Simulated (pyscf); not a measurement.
Thermochemistry of product channels of O=Si(OH)–OH (SMILES O=[Si](O)O) + H• (SMILES [H]) on the doublet surface, in kJ/mol, from ωB97M-D3(BJ)/def2-TZVP energies (ideal gas, 1 atm, RRHO with modes under 100 cm⁻¹ raised to 100, one conformer, R ln 2 for chiral ones without a mode under 150 cm⁻¹). PySCF, gas phase, ωB97X-D3(BJ)/def2-SVP geometries.

```csv
products,ΔE,ΔH(298 K),ΔG(298 K),ΔG(1200 K)
[O=Si–OH]• (SMILES O=[Si]O) + H₂O (SMILES O),+33.0,+47.1,+29.2,-13.2
•O–Si(=O)–OH (SMILES [O][Si](=O)O) + H₂ (SMILES [H][H]),[?],+75.1,+67.1,+44.2
HO–Si•(OH)–OH (SMILES O[Si](O)O),-209.4,-189.3,-163.8,-84.5
•O–SiH(OH)–OH (SMILES [O][SiH](O)O),[?],-103.6,-77.8,+3.7
```

Question: Complete the blanks.

Answer: 
- •O–Si(=O)–OH (SMILES [O][Si](=O)O) + H₂ (SMILES [H][H]), ΔE: +80.1
- •O–SiH(OH)–OH (SMILES [O][SiH](O)O), ΔE: -116.7

The channel to [O=Si–OH]• + H₂O turns favourable between 298 and 1200 K (ΔG from +29.2 kJ/mol to -13.2 kJ/mol).

These are energies of the channels, which say nothing of barriers.
